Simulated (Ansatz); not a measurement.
**How the elastic constant C33 of 2H-SiC moves with the method**

No measured value is used here.

```
level (code)           value (GPa)  cell (Å³/atom)
---------------------  -----------  --------------
PBE (Ansatz)                   532           10.50
PBE-D3(BJ) (Ansatz)            551           10.28
PBE0 (Ansatz)                  579           10.28
Hartree–Fock (Ansatz)          [?]           10.41
```

**Question.** What belongs in the gaps?

**Answer.** 
- Hartree–Fock (Ansatz, a quantum-chemistry and plane-wave program), value (GPa): 636

PBE-D3(BJ): the dispersion coefficients are held fixed in the derivatives. Each level is taken at its own relaxed cell. K meshes differ between the levels. Ansatz's density-functional and Hartree–Fock values are scalar-relativistic unless marked +SOC, with PAW data made under PBE.
